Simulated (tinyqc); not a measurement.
Worked calculation (part 1 of 2): UHF in the sto-3g basis, for H2O+, spin multiplicity 2. Computed by tinyqc, a small Python program that keeps every step (integrals from PySCF). Settings: charge = 1, multiplicity = 2, basis = sto-3g, energy threshold = 1e-09, iteration cap = 80, orthogonalisation = symmetric, start = atomic densities, DIIS depth = 0, method = UHF. Command: `OMP_NUM_THREADS=1 python tinyqc.py 24076 24077 out.jsonl` (the two numbers bound the seeds that draw the settings). One thread of a shared host (Intel(R) Xeon(R) Processor @ 2.60GHz), about 0.1 s of CPU time with the checks. Later iterations appear only in the table of the cycle.

## One-electron integrals

Geometry (angstrom):
```
atom         x          y         z
O     0.000000   0.000000  0.000000
H     0.000000   0.997000  0.658000
H     0.000000  -0.997000  0.658000
```

Basis sto-3g: exponents (1/bohr^2) and contraction coefficients of normalised primitives:
```
element  l (shell)    exponent  coefficient
O            s (1)  130.709320     0.154329
O            s (1)   23.808861     0.535328
O            s (1)    6.443608     0.444635
O            s (2)    5.033151    -0.099967
O            s (2)    1.169596     0.399513
O            s (2)    0.380389     0.700115
O            p (3)    5.033151     0.155916
O            p (3)    1.169596     0.607684
O            p (3)    0.380389     0.391957
H            s (1)    3.425251     0.154329
H            s (1)    0.623914     0.535328
H            s (1)    0.168855     0.444635
```

Overlap, kinetic and nuclear-attraction integrals over the contracted functions; the nuclear repulsion is the sum of Za Zb / Rab.

nuclear repulsion = 7.35321386 hartree

overlap S, lower triangle:
```
           1O 1s     1O 2s    1O 2px     1O 2py    1O 2pz     2H 1s     3H 1s
1O 1s   1.000000
1O 2s   0.236704  1.000000
1O 2px  0.000000  0.000000  1.000000
1O 2py  0.000000  0.000000  0.000000   1.000000
1O 2pz  0.000000  0.000000  0.000000   0.000000  1.000000
2H 1s   0.030710  0.333536  0.000000   0.254043  0.167663  1.000000
3H 1s   0.030710  0.333536  0.000000  -0.254043  0.167663  0.120395  1.000000
```

kinetic energy T (hartree), lower triangle:
```
            1O 1s     1O 2s    1O 2px     1O 2py    1O 2pz      2H 1s     3H 1s
1O 1s   29.003200
1O 2s   -0.168011  0.808128
1O 2px   0.000000  0.000000  2.528731
1O 2py   0.000000  0.000000  0.000000   2.528731
1O 2pz   0.000000  0.000000  0.000000   0.000000  2.528731
2H 1s   -0.008855  0.042457  0.000000   0.113388  0.074834   0.760032
3H 1s   -0.008855  0.042457  0.000000  -0.113388  0.074834  -0.010037  0.760032
```

nuclear attraction V (hartree), lower triangle:
```
             1O 1s      1O 2s     1O 2px     1O 2py     1O 2pz      2H 1s      3H 1s
1O 1s   -61.504434
1O 2s    -7.392794  -9.935541
1O 2px    0.000000   0.000000  -9.813955
1O 2py    0.000000   0.000000   0.000000  -9.915356
1O 2pz   -0.010981  -0.136065   0.000000   0.000000  -9.858123
2H 1s    -0.980670  -2.481259   0.000000  -1.654354  -1.121585  -4.985310
3H 1s    -0.980670  -2.481259   0.000000   1.654354  -1.121585  -0.683403  -4.985310
```

core Hamiltonian H = T + V (hartree), lower triangle:
```
             1O 1s      1O 2s     1O 2px     1O 2py     1O 2pz      2H 1s      3H 1s
1O 1s   -32.501234
1O 2s    -7.560805  -9.127413
1O 2px    0.000000   0.000000  -7.285224
1O 2py    0.000000   0.000000   0.000000  -7.386625
1O 2pz   -0.010981  -0.136065   0.000000   0.000000  -7.329391
2H 1s    -0.989526  -2.438802   0.000000  -1.540965  -1.046750  -4.225278
3H 1s    -0.989526  -2.438802   0.000000   1.540965  -1.046750  -0.693440  -4.225278
```

## Two-electron integrals

Functions are numbered as in S; the eight-fold symmetry (ij|kl) = (ji|kl) = (kl|ij) leaves the list below.

Two-electron integrals (ij|kl) in chemists' order, unique and non-zero (hartree):
```
(11|11) 4.785065    (21|11) 0.741380    (21|21) 0.136873    (22|11) 1.118947
(22|21) 0.256633    (22|22) 0.817206    (31|31) 0.024477    (32|31) 0.037809
(32|32) 0.180518    (33|11) 1.115814    (33|21) 0.256684    (33|22) 0.817023
(33|33) 0.880159    (41|41) 0.024477    (42|41) 0.037809    (42|42) 0.180518
(43|43) 0.047444    (44|11) 1.115814    (44|21) 0.256684    (44|22) 0.817023
(44|33) 0.785270    (44|44) 0.880159    (51|51) 0.024477    (52|51) 0.037809
(52|52) 0.180518    (53|53) 0.047444    (54|54) 0.047444    (55|11) 1.115814
(55|21) 0.256684    (55|22) 0.817023    (55|33) 0.785270    (55|44) 0.785270
(55|55) 0.880159    (61|11) 0.097242    (61|21) 0.017821    (61|22) 0.033267
(61|33) 0.033202    (61|41) 0.000671    (61|42) 0.001268    (61|44) 0.033340
(61|51) 0.000443    (61|52) 0.000837    (61|54) 0.000091    (61|55) 0.033263
(61|61) 0.002349    (62|11) 0.263174    (62|21) 0.061234    (62|22) 0.219225
(62|33) 0.215318    (62|41) 0.003829    (62|42) 0.030656    (62|44) 0.223329
(62|51) 0.002527    (62|52) 0.020232    (62|54) 0.005287    (62|55) 0.218808
(62|61) 0.008145    (62|62) 0.076061    (63|31) 0.006074    (63|32) 0.036555
(63|43) 0.006180    (63|53) 0.004079    (63|63) 0.010237    (64|11) 0.167691
(64|21) 0.039488    (64|22) 0.150960    (64|33) 0.144300    (64|41) 0.008217
(64|42) 0.056270    (64|44) 0.161845    (64|51) 0.001415    (64|52) 0.013012
(64|54) 0.007500    (64|55) 0.146559    (64|61) 0.005456    (64|62) 0.063707
(64|64) 0.063006    (65|11) 0.110673    (65|21) 0.026061    (65|22) 0.099630
(65|33) 0.095235    (65|41) 0.001415    (65|42) 0.013012    (65|44) 0.098657
(65|51) 0.007008    (65|52) 0.045143    (65|54) 0.008438    (65|55) 0.104883
(65|61) 0.003601    (65|62) 0.042046    (65|64) 0.034826    (65|65) 0.033222
(66|11) 0.436439    (66|21) 0.103160    (66|22) 0.425623    (66|33) 0.409555
(66|41) 0.007556    (66|42) 0.085516    (66|44) 0.442781    (66|51) 0.004986
(66|52) 0.056439    (66|54) 0.021928    (66|55) 0.424027    (66|61) 0.013801
(66|62) 0.195415    (66|64) 0.186898    (66|65) 0.123349    (66|66) 0.774606
(71|11) 0.097242    (71|21) 0.017821    (71|22) 0.033267    (71|33) 0.033202
(71|41) -0.000671   (71|42) -0.001268   (71|44) 0.033340    (71|51) 0.000443
(71|52) 0.000837    (71|54) -0.000091   (71|55) 0.033263    (71|61) 0.002310
(71|62) 0.007862    (71|64) 0.004870    (71|65) 0.003481    (71|66) 0.013223
(71|71) 0.002349    (72|11) 0.263174    (72|21) 0.061234    (72|22) 0.219225
(72|33) 0.215318    (72|41) -0.003829   (72|42) -0.030656   (72|44) 0.223329
(72|51) 0.002527    (72|52) 0.020232    (72|54) -0.005287   (72|55) 0.218808
(72|61) 0.007862    (72|62) 0.058468    (72|64) 0.034430    (72|65) 0.031308
(72|66) 0.118577    (72|71) 0.008145    (72|72) 0.076061    (73|31) 0.006074
(73|32) 0.036555    (73|43) -0.006180   (73|53) 0.004079    (73|63) 0.007514
(73|73) 0.010237    (74|11) -0.167691   (74|21) -0.039488   (74|22) -0.150960
(74|33) -0.144300   (74|41) 0.008217    (74|42) 0.056270    (74|44) -0.161845
(74|51) -0.001415   (74|52) -0.013012   (74|54) 0.007500    (74|55) -0.146559
(74|61) -0.004870   (74|62) -0.034430   (74|64) -0.013289   (74|65) -0.018117
(74|66) -0.065264   (74|71) -0.005456   (74|72) -0.063707   (74|74) 0.063006
(75|11) 0.110673    (75|21) 0.026061    (75|22) 0.099630    (75|33) 0.095235
(75|41) -0.001415   (75|42) -0.013012   (75|44) 0.098657    (75|51) 0.007008
(75|52) 0.045143    (75|54) -0.008438   (75|55) 0.104883    (75|61) 0.003481
(75|62) 0.031308    (75|64) 0.018117    (75|65) 0.024032    (75|66) 0.068790
(75|71) 0.003601    (75|72) 0.042046    (75|74) -0.034826   (75|75) 0.033222
(76|11) 0.068676    (76|21) 0.016122    (76|22) 0.062599    (76|33) 0.061231
(76|44) 0.062627    (76|51) 0.001050    (76|52) 0.010031    (76|55) 0.063872
(76|61) 0.002117    (76|62) 0.021178    (76|64) 0.015551    (76|65) 0.013206
(76|66) 0.056489    (76|71) 0.002117    (76|72) 0.021178    (76|74) -0.015551
(76|75) 0.013206    (76|76) 0.007481    (77|11) 0.436439    (77|21) 0.103160
(77|22) 0.425623    (77|33) 0.409555    (77|41) -0.007556   (77|42) -0.085516
(77|44) 0.442781    (77|51) 0.004986    (77|52) 0.056439    (77|54) -0.021928
(77|55) 0.424027    (77|61) 0.013223    (77|62) 0.118577    (77|64) 0.065264
(77|65) 0.068790    (77|66) 0.264468    (77|71) 0.013801    (77|72) 0.195415
(77|74) -0.186898   (77|75) 0.123349    (77|76) 0.056489    (77|77) 0.774606
```

## Orthogonalisation

S = U s U^T; symmetric (Loewdin) form X = U s^(-1/2) U^T, so that X^T S X = 1.

eigenvalues of S: 0.492571  0.575523  0.894837  1.000000  1.092109  1.304081  1.640878

X, lower triangle:
```
            1O 1s      1O 2s    1O 2px     1O 2py     1O 2pz      2H 1s     3H 1s
1O 1s    1.023298
1O 2s   -0.133568   1.120164
1O 2px   0.000000   0.000000  1.000000
1O 2py   0.000000   0.000000  0.000000   1.060363
1O 2pz  -0.005315   0.048204  0.000000   0.000000   1.023652
2H 1s    0.017152  -0.187028  0.000000  -0.154288  -0.092130   1.092949
3H 1s    0.017152  -0.187028  0.000000   0.154288  -0.092130  -0.040534  1.092949
```

## Starting guess

The start is atomic minimal-basis densities projected into this basis (PySCF's MINAO start) and scaled to the electron count of each spin; this density is not idempotent, so its energy is not variational and may lie below the converged one.

D(alpha) at the start, lower triangle:
```
            1O 1s      1O 2s    1O 2px     1O 2py    1O 2pz     2H 1s     3H 1s
1O 1s    1.071920
1O 2s   -0.246731   1.047816
1O 2px   0.000000   0.000000  0.653991
1O 2py   0.000000   0.000000  0.000000   0.593446
1O 2pz   0.006100  -0.030576  0.000000   0.000000  0.630059
2H 1s   -0.008103   0.029736  0.000000   0.059704  0.032059  0.496701
3H 1s   -0.008103   0.029736  0.000000  -0.059704  0.032059  0.022109  0.496701
```

D(beta) at the start, lower triangle:
```
            1O 1s      1O 2s    1O 2px     1O 2py    1O 2pz     2H 1s     3H 1s
1O 1s    0.857536
1O 2s   -0.197385   0.838253
1O 2px   0.000000   0.000000  0.523193
1O 2py   0.000000   0.000000  0.000000   0.474757
1O 2pz   0.004880  -0.024461  0.000000   0.000000  0.504047
2H 1s   -0.006482   0.023789  0.000000   0.047764  0.025647  0.397361
3H 1s   -0.006482   0.023789  0.000000  -0.047764  0.025647  0.017687  0.397361
```

## Iteration 1: building the Fock matrix

J_ij = sum D_kl (ij|kl) with D = D(alpha) + D(beta), K_ij = sum D_kl (ik|jl) for each spin; F = H + J - K(s); E = tr D H + tr D J / 2 - 0.5 sum_s tr D(s) K(s) + E_nn.

Coulomb J (hartree), lower triangle:
```
            1O 1s     1O 2s    1O 2px     1O 2py    1O 2pz     2H 1s     3H 1s
1O 1s   15.389530
1O 2s    2.881183  7.132373
1O 2px   0.000000  0.000000  7.096781
1O 2py   0.000000  0.000000  0.000000   7.156001
1O 2pz   0.008117  0.102974  0.000000   0.000000  7.122723
2H 1s    0.375822  1.930782  0.000000   1.340160  0.908395  4.025797
3H 1s    0.375822  1.930782  0.000000  -1.340160  0.908395  0.562336  4.025797
```

exchange K(alpha) (hartree), lower triangle:
```
           1O 1s     1O 2s    1O 2px     1O 2py    1O 2pz     2H 1s     3H 1s
1O 1s   4.954360
1O 2s   0.835070  1.327434
1O 2px  0.000000  0.000000  0.847047
1O 2py  0.000000  0.000000  0.000000   0.888021
1O 2pz  0.004243  0.040222  0.000000   0.000000  0.865140
2H 1s   0.121180  0.447165  0.000000   0.252284  0.179695  0.573488
3H 1s   0.121180  0.447165  0.000000  -0.252284  0.179695  0.139671  0.573488
```

exchange K(beta) (hartree), lower triangle:
```
           1O 1s     1O 2s    1O 2px     1O 2py    1O 2pz     2H 1s     3H 1s
1O 1s   3.963488
1O 2s   0.668056  1.061947
1O 2px  0.000000  0.000000  0.677638
1O 2py  0.000000  0.000000  0.000000   0.710417
1O 2pz  0.003395  0.032177  0.000000   0.000000  0.692112
2H 1s   0.096944  0.357732  0.000000   0.201827  0.143756  0.458790
3H 1s   0.096944  0.357732  0.000000  -0.201827  0.143756  0.111737  0.458790
```

F(alpha) (hartree), lower triangle:
```
             1O 1s      1O 2s     1O 2px     1O 2py     1O 2pz      2H 1s      3H 1s
1O 1s   -22.066064
1O 2s    -5.514692  -3.322474
1O 2px    0.000000   0.000000  -1.035490
1O 2py    0.000000   0.000000   0.000000  -1.118645
1O 2pz   -0.007107  -0.073313   0.000000   0.000000  -1.071808
2H 1s    -0.734883  -0.955186   0.000000  -0.453089  -0.318050  -0.772969
3H 1s    -0.734883  -0.955186   0.000000   0.453089  -0.318050  -0.270775  -0.772969
```

F(beta) (hartree), lower triangle:
```
             1O 1s      1O 2s     1O 2px     1O 2py     1O 2pz      2H 1s      3H 1s
1O 1s   -21.075192
1O 2s    -5.347678  -3.056987
1O 2px    0.000000   0.000000  -0.866081
1O 2py    0.000000   0.000000   0.000000  -0.941041
1O 2pz   -0.006259  -0.065269   0.000000   0.000000  -0.898780
2H 1s    -0.710647  -0.865753   0.000000  -0.402633  -0.282111  -0.658272
3H 1s    -0.710647  -0.865753   0.000000   0.402633  -0.282111  -0.242841  -0.658272
```

total energy of this density = -70.13233473 hartree

This density is the starting one; it is not idempotent, so its energy is not variational and may lie below the converged one.

## Iteration 1: diagonalisation and new density

Diagonalise F' = X^T F X, C = X C', fill 5 alpha and 4 beta electrons from the bottom; D(s) = C_occ C_occ^T. Each column has its largest component positive (the first on a tie).

F' = X^T F X (alpha) (hartree), lower triangle:
```
            1          2          3          4          5          6          7
1  -21.701410
2   -2.699970  -2.257250
3    0.000000   0.000000  -1.035490
4    0.000000   0.000000   0.000000  -0.985175
5   -0.020663   0.020590   0.000000   0.000000  -1.017994
6   -0.070563  -0.390713   0.000000  -0.295303  -0.184539  -0.456538
7   -0.070563  -0.390713   0.000000   0.295303  -0.184539  -0.075019  -0.456538
```

orbital energies (alpha) (hartree): MO1 -22.070775, MO2 -2.077927, MO3 -1.198622, MO4 -1.099475, MO5 -1.035490, MO6 -0.260033, MO7 -0.168072

coefficients C (alpha):
```
              MO1        MO2        MO3        MO4       MO5        MO6        MO7
1O 1s    0.995991  -0.249515   0.000000   0.042581  0.000000   0.097611   0.000000
1O 2s    0.017061   0.974920   0.000000  -0.211863  0.000000  -0.590969   0.000000
1O 2px   0.000000   0.000000   0.000000   0.000000  1.000000   0.000000   0.000000
1O 2py   0.000000   0.000000   0.844886   0.000000  0.000000   0.000000  -0.676866
1O 2pz   0.001163   0.065233   0.000000   0.923727  0.000000  -0.457889   0.000000
2H 1s   -0.002380   0.067059   0.227379   0.152521  0.000000   0.754840   0.783898
3H 1s   -0.002380   0.067059  -0.227379   0.152521  0.000000   0.754840  -0.783898
```

F' = X^T F X (beta) (hartree), lower triangle:
```
            1          2          3          4          5          6          7
1  -20.703788
2   -2.683072  -2.019006
3    0.000000   0.000000  -0.866081
4    0.000000   0.000000   0.000000  -0.814371
5   -0.021938   0.022632   0.000000   0.000000  -0.848018
6   -0.063546  -0.359770   0.000000  -0.276487  -0.171693  -0.366285
7   -0.063546  -0.359770   0.000000   0.276487  -0.171693  -0.069398  -0.366285
```

orbital energies (beta) (hartree): MO1 -21.082695, MO2 -1.819563, MO3 -1.024497, MO4 -0.928419, MO5 -0.866081, MO6 -0.175818, MO7 -0.086761

coefficients C (beta):
```
              MO1        MO2        MO3        MO4       MO5        MO6        MO7
1O 1s    0.994792  -0.252545   0.000000   0.045407  0.000000   0.100716   0.000000
1O 2s    0.022077   0.969234   0.000000  -0.223113  0.000000  -0.595994   0.000000
1O 2px   0.000000   0.000000   0.000000   0.000000  1.000000   0.000000   0.000000
1O 2py   0.000000   0.000000   0.830748   0.000000  0.000000   0.000000  -0.694145
1O 2pz   0.001488   0.063300   0.000000   0.916478  0.000000  -0.472494   0.000000
2H 1s   -0.003437   0.073922   0.243495   0.163865  0.000000   0.751812   0.779042
3H 1s   -0.003437   0.073922  -0.243495   0.163865  0.000000   0.751812  -0.779042
```

D(alpha) after iteration 1, lower triangle:
```
            1O 1s      1O 2s    1O 2px     1O 2py    1O 2pz      2H 1s     3H 1s
1O 1s    1.056068
1O 2s   -0.235286   0.995646
1O 2px   0.000000   0.000000  1.000000
1O 2py   0.000000   0.000000  0.000000   0.713832
1O 2pz   0.024216  -0.132087  0.000000   0.000000  0.857528
2H 1s   -0.012608   0.033023  0.000000   0.192109  0.145259   0.079466
3H 1s   -0.012608   0.033023  0.000000  -0.192109  0.145259  -0.023936  0.079466
```

D(beta) after iteration 1, lower triangle:
```
            1O 1s      1O 2s    1O 2px     1O 2py    1O 2pz      2H 1s     3H 1s
1O 1s    1.055452
1O 2s   -0.232944   0.989682
1O 2px   0.000000   0.000000  0.000000
1O 2py   0.000000   0.000000  0.000000   0.690142
1O 2pz   0.027109  -0.143092  0.000000   0.000000  0.843940
2H 1s   -0.014647   0.035011  0.000000   0.202283  0.154853   0.091618
3H 1s   -0.014647   0.035011  0.000000  -0.202283  0.154853  -0.026962  0.091618
```

## Iteration 2: building the Fock matrix

As before.

Coulomb J (hartree), lower triangle:
```
            1O 1s     1O 2s    1O 2px     1O 2py    1O 2pz     2H 1s     3H 1s
1O 1s   16.812641
1O 2s    3.142526  7.652060
1O 2px   0.000000  0.000000  7.587367
1O 2py   0.000000  0.000000  0.000000   7.670877
1O 2pz  -0.005413  0.002954  0.000000   0.000000  7.674699
2H 1s    0.409604  2.014305  0.000000   1.376989  0.912406  3.919573
3H 1s    0.409604  2.014305  0.000000  -1.376989  0.912406  0.571098  3.919573
```

exchange K(alpha) (hartree), lower triangle:
```
           1O 1s      1O 2s    1O 2px     1O 2py    1O 2pz     2H 1s     3H 1s
1O 1s   4.902187
1O 2s   0.843218   1.372082
1O 2px  0.000000   0.000000  1.155410
1O 2py  0.000000   0.000000  0.000000   1.050599
1O 2pz  0.000372  -0.028539  0.000000   0.000000  1.101028
2H 1s   0.116819   0.390198  0.000000   0.268391  0.185255  0.326002
3H 1s   0.116819   0.390198  0.000000  -0.268391  0.185255  0.083521  0.326002
```

exchange K(beta) (hartree), lower triangle:
```
           1O 1s      1O 2s    1O 2px     1O 2py    1O 2pz     2H 1s     3H 1s
1O 1s   4.875941
1O 2s   0.804501   1.185840
1O 2px  0.000000   0.000000  0.273420
1O 2py  0.000000   0.000000  0.000000   0.989611
1O 2pz  0.000954  -0.032036  0.000000   0.000000  1.044917
2H 1s   0.110280   0.355039  0.000000   0.265353  0.183958  0.328564
3H 1s   0.110280   0.355039  0.000000  -0.265353  0.183958  0.076617  0.328564
```

F(alpha) (hartree), lower triangle:
```
             1O 1s      1O 2s     1O 2px     1O 2py     1O 2pz      2H 1s      3H 1s
1O 1s   -20.590779
1O 2s    -5.261497  -2.847435
1O 2px    0.000000   0.000000  -0.853267
1O 2py    0.000000   0.000000   0.000000  -0.766347
1O 2pz   -0.016766  -0.104572   0.000000   0.000000  -0.755720
2H 1s    -0.696741  -0.814696   0.000000  -0.432367  -0.319599  -0.631708
3H 1s    -0.696741  -0.814696   0.000000   0.432367  -0.319599  -0.205862  -0.631708
```

F(beta) (hartree), lower triangle:
```
             1O 1s      1O 2s    1O 2px     1O 2py     1O 2pz      2H 1s      3H 1s
1O 1s   -20.564533
1O 2s    -5.222780  -2.661193
1O 2px    0.000000   0.000000  0.028723
1O 2py    0.000000   0.000000  0.000000  -0.705360
1O 2pz   -0.017347  -0.101075  0.000000   0.000000  -0.699609
2H 1s    -0.690202  -0.779536  0.000000  -0.429329  -0.318302  -0.634270
3H 1s    -0.690202  -0.779536  0.000000   0.429329  -0.318302  -0.198959  -0.634270
```

total energy of this density = -74.55639154 hartree
